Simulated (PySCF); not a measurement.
## Continuum solvent and chemical shifts

Atoms are numbered as in `[NH2:1][C:2]([NH2:3])=[S:4]`; H(Xn) means a hydrogen on atom n.

GIAO PBE0/pcSseg-1 in PySCF 2.14.0 with density-fitted response routines on one PBE0-D3(BJ)/def2-SVP conformer, non-relativistic, equivalent nuclei averaged. Solvents enter as an IEF-PCM continuum (chloroform with ε = 4.7, methanol with ε = 32.6) around the gas-phase geometry. Shifts are referred to TMS, CS2 computed in the same medium.

Gas phase, δ in ppm: C2 185.8, S4 76.0, H(N1)/H(N3) 4.51. Dipole moment 5.56 D.

**Question.** How does each δ change in the continuum?

**Answer.** 
```tsv
atoms	environment	Δδ, chloroform	Δδ, methanol
C2	thiocarbonyl carbon	+4.8	+5.1
S4	thione sulfur	-50.2	-75.7
H(N1)/H(N3)	hydrogen on a thioamide-type nitrogen	+0.53	+0.74
```

Changes are relative to the gas phase. The dipole moment becomes 6.78 D in chloroform, 7.34 D in methanol.

**Question.** Which nuclei move most (in ppm), and what does the model miss?

**Answer.** S4 (thione sulfur, -75.7 ppm) in methanol. A continuum only polarises the solute; specific hydrogen bonds, the anisotropy of aromatic solvents and changes of geometry or conformer are outside it.
